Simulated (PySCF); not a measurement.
Molecule: SMILES C=P(C)(C)C, C4H11P.

Cartesian coordinates in Å; atom numbers follow the order of the lines, from 1:
```xyz
16

C     0.6573    1.3852    1.1404
P     0.1212    0.1769    0.1139
C     1.1807   -0.5662   -1.2155
C    -1.3276    0.7309   -0.8387
C    -0.3728   -1.2991    1.0573
H     1.3624    1.1026    1.9268
H     0.7561    2.3923    0.7259
H     0.6641   -1.3482   -1.7956
H     2.0797   -0.9952   -0.7477
H     1.5040    0.2366   -1.8954
H    -1.0445    1.6243   -1.4152
H    -2.1273    1.0079   -0.1390
H    -1.6771   -0.0458   -1.5341
H    -0.6983   -2.1148    0.3956
H     0.4916   -1.6405    1.6463
H    -1.1780   -1.0228    1.7511
```

Geometry PBE0-D3(BJ)/def2-SVP throughout; GIAO in PySCF 2.14.0 with density-fitted response routines, gas phase, one conformer, non-relativistic; equivalent atoms averaged; functional PBE0.

For orientation, cc-pVDZ gives these absolute shieldings σ: C3/C4/C5 177.0, C1 204.4, P2 411.8, H8/H9/H10/H11/H12/H13/H14/H15/H16 30.15, H6/H7 32.03 ppm.

A run gave: C3/C4/C5 166.8, C1 195.8, P2 360.7, H8/H9/H10/H11/H12/H13/H14/H15/H16 30.08, H6/H7 31.82 ppm (absolute shieldings σ).

**Question.** Which basis set was used in that run?
A. IGLO-III
B. cc-pVTZ
C. aug-cc-pVDZ
D. pcSseg-0

**Answer.** B. P2 tells them apart best: cc-pVTZ gives 360.7, IGLO-III gives 331.5, aug-cc-pVDZ gives 414.6, pcSseg-0 gives 405.0 ppm.
